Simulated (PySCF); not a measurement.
Species: C3H4ClF.
SMILES with atom numbers: `[F:1][C@@H:2]1[CH2:3][C@H:4]1[Cl:5]` (hydrogens: H6 on C2; H7, H8 on C3; H9 on C4)

The calculation used PBE0-D3(BJ)/def2-SVP geometry optimisation, gas phase in PySCF.

Question: What internal coordinates does the optimisation give?

Answer: 
| bond | length (Å) |
| --- | --- |
| F1–C2 | 1.352 |
| C2–C3 | 1.492 |
| C3–C4 | 1.503 |
| C4–Cl5 | 1.754 |
| C2–C4 | 1.486 |
| C2–H6 | 1.095 |
| C3–H7 | 1.093 |
| C3–H8 | 1.093 |
| C4–H9 | 1.093 |

A selection of angles:
| angle | degrees |
| --- | --- |
| F1–C2–C3 | 118.7 |
| F1–C2–C4 | 118.0 |
| F1–C2–H6 | 112.9 |
| C3–C2–C4 | 60.6 |
| C3–C2–H6 | 119.0 |
| C4–C2–H6 | 118.4 |
| C2–C3–C4 | 59.5 |
| C2–C3–H7 | 117.6 |
| C2–C3–H8 | 117.9 |
| C4–C3–H7 | 116.3 |
| C4–C3–H8 | 118.5 |
| H7–C3–H8 | 115.6 |
| C3–C4–Cl5 | 120.5 |
| C3–C4–H9 | 117.4 |
| Cl5–C4–H9 | 112.7 |
| C2–C4–C3 | 59.9 |
| C2–C4–Cl5 | 120.0 |
| C2–C4–H9 | 116.8 |

Dihedral angles: F1–C2–C3–C4 -108° (anticlinal); C2–C3–C4–Cl5 -109° (anticlinal); F1–C2–C4–C3 109° (anticlinal).

The 3-membered ring C2–C3–C4 has internal angles of 59.5° to 60.6°.

Point group: C1 (no symmetry element, even within 0.4 Å). Stationary, but not proved a minimum.
